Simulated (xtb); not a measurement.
xtb input (GFN1-xTB):

```bash
xtb mol.xyz --gfn 1 --sp --chrg -1 --uhf 0
```
mol.xyz:
```
11

O      0.04506196    -0.76326742    -0.00033480
C      0.02554004     0.62401008     0.00008452
C      1.39881450    -1.38514142    -0.00460205
C     -1.41891819     1.12299125     0.00459498
H      0.56425370     1.02806812     0.88086636
H      0.55890179     1.02852619    -0.88373893
H      1.91752030    -0.92164996    -0.88283989
H      1.92283869    -0.92210516     0.87071378
H     -1.94842248     0.75240963    -0.87706723
H     -1.94306535     0.75195111     0.88926030
H     -1.46514037     2.21777999     0.00501936
```

Output:

```
           -------------------------------------------------
          |                Calculation Setup                |
           -------------------------------------------------

           -------------------------------------------------
          |                 G F N 1 - x T B                 |
           -------------------------------------------------

        Reference                      10.1021/acs.jctc.7b00118
      * Hamiltonian:
        H0-scaling (s, p, d)           1.850000    2.250000    2.000000
        zeta-weighting                 0.000000
      * Dispersion:
        s8                             2.400000
        a1                             0.630000
        a2                             5.000000
        s9                             0.000000
      * Repulsion:
        kExp                           1.500000
        rExp                           1.000000
      * Coulomb:
        alpha                          2.000000
        third order                    atomic
        anisotropic                    false
      * Halogen bond correction:
        rad-scale                      1.300000
        damping                        0.440000

          ...................................................
          :                      SETUP                      :
          :.................................................:
          :  # basis functions                  30          :
          :  # atomic orbitals                  30          :
          :  # shells                           22          :
          :  # electrons                        26          :
          :  # halogen bonds                     0          :
          :  max. iterations                   250          :
          :  Hamiltonian                  GFN1-xTB          :
          :  restarted?                      false          :
          :  GBSA solvation                  false          :
          :  PC potential                    false          :
          :  electronic temp.          300.0000000     K    :
          :  accuracy                    1.0000000          :
          :  -> integral cutoff          0.2500000E+02      :
          :  -> integral neglect         0.1000000E-07      :
          :  -> SCF convergence          0.1000000E-05 Eh   :
          :  -> wf. convergence          0.2000000E-04 e    :
          :  Broyden damping             0.4000000          :
          :  net charge                         -1          :
          :  unpaired electrons                  0          :
          ...................................................

 iter      E             dE          RMSdq      gap      omega  full diag
   1    -14.9934915 -0.149935E+02  0.766E+00    5.44       0.0  T
   2    -15.0516160 -0.581245E-01  0.457E+00    3.70       1.0  T
   3    -15.0538312 -0.221521E-02  0.935E-01    2.21       1.0  T
   4    -15.0551769 -0.134568E-02  0.107E-01    2.43       1.0  T
   5    -15.0552476 -0.707464E-04  0.376E-02    2.49       1.0  T
   6    -15.0552517 -0.409727E-05  0.330E-02    2.54       1.0  T
   7    -15.0552606 -0.889792E-05  0.651E-04    2.53      46.3  T
   8    -15.0552606 -0.236156E-08  0.340E-04    2.53      88.7  T
   9    -15.0552606 -0.815833E-09  0.287E-05    2.53    1051.9  T
  10    -15.0552606  0.106937E-11  0.200E-05    2.53    1504.7  T

   *** convergence criteria satisfied after 10 iterations ***

         #    Occupation            Energy/Eh            Energy/eV
      -------------------------------------------------------------
         1        2.0000           -0.5153592             -14.0236
       ...           ...                  ...                  ...
         7        2.0000           -0.3250343              -8.8446
         8        2.0000           -0.3215793              -8.7506
         9        2.0000           -0.2850119              -7.7556
        10        2.0000           -0.2354107              -6.4059
        11        2.0000           -0.2277247              -6.1967
        12        2.0000           -0.1637176              -4.4550
        13        2.0000           -0.0635890              -1.7303 (HOMO)
        14                          0.0294882               0.8024 (LUMO)
        15                          0.0803747               2.1871
        16                          0.0922784               2.5110
        17                          0.1010132               2.7487
        18                          0.1349487               3.6721
       ...                                ...                  ...
        30                          0.6585034              17.9188
      -------------------------------------------------------------
                  HL-Gap            0.0930771 Eh            2.5328 eV
             Fermi-level           -0.0170504 Eh           -0.4640 eV

 SCC (total)                   0 d,  0 h,  0 min,  0.011 sec
 SCC setup                      ...        0 min,  0.000 sec (  1.730%)
 Dispersion                     ...        0 min,  0.000 sec (  0.796%)
 classical contributions        ...        0 min,  0.000 sec (  0.321%)
 integral evaluation            ...        0 min,  0.002 sec ( 22.593%)
 iterations                     ...        0 min,  0.003 sec ( 26.329%)
 molecular gradient             ...        0 min,  0.005 sec ( 44.961%)
 printout                       ...        0 min,  0.000 sec (  3.011%)

         :::::::::::::::::::::::::::::::::::::::::::::::::::::
         ::                     SUMMARY                     ::
         :::::::::::::::::::::::::::::::::::::::::::::::::::::
         :: total energy             -14.928456906600 Eh    ::
         :: gradient norm              0.024561928525 Eh/a0 ::
         :: HOMO-LUMO gap              2.532758035742 eV    ::
         ::.................................................::
         :: SCC energy               -15.055260612840 Eh    ::
         :: -> electrostatic           0.181138519892 Eh    ::
         :: repulsion energy           0.129460787869 Eh    ::
         :: dispersion energy         -0.002657081629 Eh    ::
         :: halogen bond corr.         0.000000000000 Eh    ::
         :: add. restraining           0.000000000000 Eh    ::
         :: total charge              -1.000000000000 e     ::
         :::::::::::::::::::::::::::::::::::::::::::::::::::::

           -------------------------------------------------
          |                Property Printout                |
           -------------------------------------------------

    * Orbital Energies and Occupations

         #    Occupation            Energy/Eh            Energy/eV
      -------------------------------------------------------------
         1        2.0000           -0.5153592             -14.0236
         2        2.0000           -0.4725741             -12.8594
         3        2.0000           -0.4205558             -11.4439
         4        2.0000           -0.3829126             -10.4196
         5        2.0000           -0.3765847             -10.2474
         6        2.0000           -0.3434218              -9.3450
         7        2.0000           -0.3250343              -8.8446
         8        2.0000           -0.3215793              -8.7506
         9        2.0000           -0.2850119              -7.7556
        10        2.0000           -0.2354107              -6.4059
        11        2.0000           -0.2277247              -6.1967
        12        2.0000           -0.1637176              -4.4550
        13        2.0000           -0.0635890              -1.7303 (HOMO)
        14                          0.0294882               0.8024 (LUMO)
        15                          0.0803747               2.1871
        16                          0.0922784               2.5110
Note: The following floating-point exceptions are signalling: IEEE_DENORMAL
normal termination of xtb
        17                          0.1010132               2.7487
        18                          0.1349487               3.6721
        19                          0.1863905               5.0719
        20                          0.2279128               6.2018
        21                          0.2671739               7.2702
        22                          0.3266103               8.8875
        23                          0.3799137              10.3380
        24                          0.3848409              10.4721
       ...                                ...                  ...
        30                          0.6585034              17.9188
      -------------------------------------------------------------
                  HL-Gap            0.0930771 Eh            2.5328 eV
             Fermi-level           -0.0170504 Eh           -0.4640 eV

  Mulliken/CM5 charges         n(s)   n(p)   n(d)
     1O    -0.51008 -0.60239   1.698  4.812  0.000
     2C     0.22726  0.14738   0.980  2.793  0.000
     3C    -0.31720 -0.38940   1.178  3.139  0.000
     4C    -0.09982 -0.24641   1.009  3.091  0.000
     5H    -0.04021  0.02051   1.040  0.000  0.000
     6H    -0.04021  0.02051   1.040  0.000  0.000
     7H    -0.10371 -0.04764   1.104  0.000  0.000
     8H    -0.10371 -0.04764   1.104  0.000  0.000
     9H     0.00538  0.05870   0.995  0.000  0.000
    10H     0.00538  0.05870   0.995  0.000  0.000
    11H    -0.02308  0.02769   1.023  0.000  0.000

Wiberg/Mayer (AO) data.
largest (>0.10) Wiberg bond orders for each atom

 ---------------------------------------------------------------------------
     #   Z sym  total        # sym  WBO       # sym  WBO       # sym  WBO
 ---------------------------------------------------------------------------
     1   8 O    1.950 --     2 C    1.014     3 C    0.820
     2   6 C    3.970 --     1 O    1.014     4 C    0.993     6 H    0.963
                             5 H    0.963
     3   6 C    2.923 --     8 H    1.003     7 H    1.003     1 O    0.820
     4   6 C    3.989 --     2 C    0.993    11 H    0.991    10 H    0.988
                             9 H    0.988
     5   1 H    1.042 --     2 C    0.963
     6   1 H    1.042 --     2 C    0.963
     7   1 H    1.028 --     3 C    1.003
     8   1 H    1.028 --     3 C    1.003
     9   1 H    1.019 --     4 C    0.988
    10   1 H    1.019 --     4 C    0.988
    11   1 H    1.012 --     4 C    0.991
 ---------------------------------------------------------------------------

Topologies differ in total number of bonds
Writing topology from bond orders to xtbtopo.mol

 dipole moment from electron density (au)
     X       Y       Z
  -1.4343   2.8495   0.0051  total (Debye):    8.109

           -------------------------------------------------
          | TOTAL ENERGY              -14.928456906600 Eh   |
          | GRADIENT NORM               0.024561928525 Eh/α |
          | HOMO-LUMO GAP               2.532758035742 eV   |
           -------------------------------------------------

------------------------------------------------------------------------
------------------------------------------------------------------------
 total:
 SCF:
```

It need not be the lowest isomer of its formula. Whether it binds its extra electron was not tested at this geometry.
